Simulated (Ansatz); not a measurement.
Frontier orbitals of C$_{3}$H$_{7}$FO (`CC(F)CO`).

Charge 0, multiplicity 1. All single points use the PBE0-D4/def2-TZVP geometry. It is one conformer, not always the lowest. Basis def2-TZVPP, Ansatz 0.2.0.

Orbital energies of one run (eV). Highest occupied ones, from the top: -6.85, -8.30, -8.51, -9.36, -10.14, -10.34, -10.85, -11.51, -12.12, -13.06, -13.74, -15.95, -18.26, -20.99. Empty: 0.64, 0.86, 1.50, 1.96, 2.17, 2.77.

Problem. Which functional gave them?
A. B97M-V
B. PBE0
C. revPBE
D. r2SCANh

Solution. A. HOMO energies: B97M-V -6.85, revPBE -6.26, r2SCANh -7.31, PBE0 -8.01 eV.
